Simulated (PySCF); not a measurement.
**One molecule, a ladder of functionals, a line**

Molecule: SMILES C=CCC=C, C5H8.

Bonds (- single, = double, # triple, : aromatic): C1=C2 1.333 Å, C2-C3 1.501 Å, C3-C4 1.501 Å, C4=C5 1.333 Å. C1 carries H6, H7; C2 carries H8; C3 carries H9, H10; C4 carries H11; C5 carries H12, H13. H6, H12 are cis to C3; H7, H13 are trans to C3.

GIAO shieldings (ppm, equivalent atoms averaged) in PySCF 2.14 on the PBE0-D3(BJ)/def2-SVP geometry, basis pcSseg-2, gas phase, non-relativistic:

| functional | exact exchange (%) | σ(C1/C5) | σ(C3) |
| --- | --- | --- | --- |
| BLYP | 0 | 53.0 | 124.7 |
| BP86 | 0 | 56.0 | 129.7 |
| PBE | 0 | 55.9 | 129.5 |
| B3LYP | 20 | 55.1 | 131.3 |
| PBE0 | 25 | 58.6 | 137.4 |
| mPW1PW91 | 25 | 58.0 | 137.0 |
| HF | 100 | 68.2 | 152.1 |

(1) Fit each shielding as a line in the percentage of exact exchange.

(2) What does the line predict for BHandHLYP (50 %), and what does the run give?

Answers

(1) σ(C1/C5) = 54.6 + 0.13 x (rms 1.3 ppm); σ(C3) = 128.6 + 0.24 x (rms 2.2 ppm). The functionals also differ in their semilocal parts, which the line can't hold; Hartree–Fock has no correlation at all.

(2) σ(C1/C5): 61.1 predicted, 59.0 computed; σ(C3): 140.6 predicted, 139.7 computed ppm.
